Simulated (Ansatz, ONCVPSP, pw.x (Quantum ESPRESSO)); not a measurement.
## What a changed setting does to a pw.x run (fcc W)

Potential: optimised norm-conserving Vanderbilt (ONCV), ONCVPSP 4.0.1.1 (patched build), LDA (Perdew-Wang 92); core [Kr] 4d10 4f14, reference 5s2 5p6 5d4.5 6s1.5; waves: 5s+6s: rc 1.65 bohr, ncon 3, nbas 7, qcut 6 1/bohr, 2 projectors; 5p: rc 1.95 bohr, ncon 5, nbas 9, qcut 5.9 1/bohr, 1 projector; 5d: rc 2.75 bohr, ncon 4, nbas 9, qcut 5.7 1/bohr, 3 projectors, debl 3.2 Ha; f scattering state at 0.09 Ha: rc 2.95 bohr, ncon 4, nbas 7, qcut 3.4 1/bohr, 2 projectors, debl 1 Ha; local part: polynomial inside 1.25 bohr (lpopt 5, dvloc0 4 Ha); core correction: none.

The reference run (k-mesh 14³, cutoffs 45/180 Ry, Fermi–Dirac 0.01 Ry, mixing_beta 0.4, conv_thr 1e-9, no spin) gives -2.95 GPa at 15.687 Å³/atom, where all-electron LAPW gives 0.24 GPa. This run, with its own iteration cap, changes electron_maxstep to 6, a wrong or extreme entry chosen on purpose.

```
&control
  calculation='scf', prefix='x', pseudo_dir='./', outdir='./tmp', tstress=.true., disk_io='none'
/
&system
  ibrav=0, nat=1, ntyp=1, ecutwfc=45, ecutrho=180, nbnd=15,
  occupations='smearing', smearing='fd', degauss=0.01
/
&electrons
  conv_thr=1e-09, mixing_beta=0.4, electron_maxstep=6
/
ATOMIC_SPECIES
W 1.0 W.UPF
CELL_PARAMETERS angstrom
  0.00000000 1.98687235 1.98687235
  1.98687235 0.00000000 1.98687235
  1.98687235 1.98687235 0.00000000
ATOMIC_POSITIONS crystal
W 0.0000 0.0000 0.0000
K_POINTS automatic
14 14 14 0 0 0
```

```bash
pw.x < W.scf.in > W.scf.out
```

Task: How does the run end?

Result: It does not reach self-consistency within its iteration cap.

```
Message from routine setup:
     using ibrav=0 with symmetry is DISCOURAGED, use correct ibrav instead
     lattice parameter (alat)  =       5.3099  a.u.
     unit-cell volume          =     105.8611 (a.u.)^3
     number of electrons       =        14.00
     number of Kohn-Sham states=           15
     kinetic-energy cutoff     =      45.0000  Ry
     charge density cutoff     =     180.0000  Ry
     scf convergence threshold =      1.0E-09
     Exchange-correlation= SLA  PW   NOGX NOGC
     number of k points=   104  Fermi-Dirac smearing, width (Ry)=  0.0100
     iteration #  1     ecut=    45.00 Ry     beta= 0.40
     total energy              =    -137.30644303 Ry
     estimated scf accuracy    <       0.05954986 Ry
     iteration #  2     ecut=    45.00 Ry     beta= 0.40
     total energy              =    -137.30541299 Ry
     estimated scf accuracy    <       0.00971091 Ry
     iteration #  3     ecut=    45.00 Ry     beta= 0.40
     total energy              =    -137.30649079 Ry
     estimated scf accuracy    <       0.00040703 Ry
     iteration #  4     ecut=    45.00 Ry     beta= 0.40
     total energy              =    -137.30652571 Ry
     estimated scf accuracy    <       0.00000834 Ry
     iteration #  5     ecut=    45.00 Ry     beta= 0.40
     total energy              =    -137.30652791 Ry
     estimated scf accuracy    <       0.00000033 Ry
     iteration #  6     ecut=    45.00 Ry     beta= 0.40
     total energy              =    -137.30652794 Ry
     estimated scf accuracy    <       0.00000002 Ry
     convergence NOT achieved after   6 iterations: stopping
     Message from routine punch:
     Nothing written, as per user request (disk_io='none')
```

The run took about 8.6 s on one core of a shared host (Intel(R) Xeon(R) Platinum 8488C, 96 threads, 744 GiB, load 39).
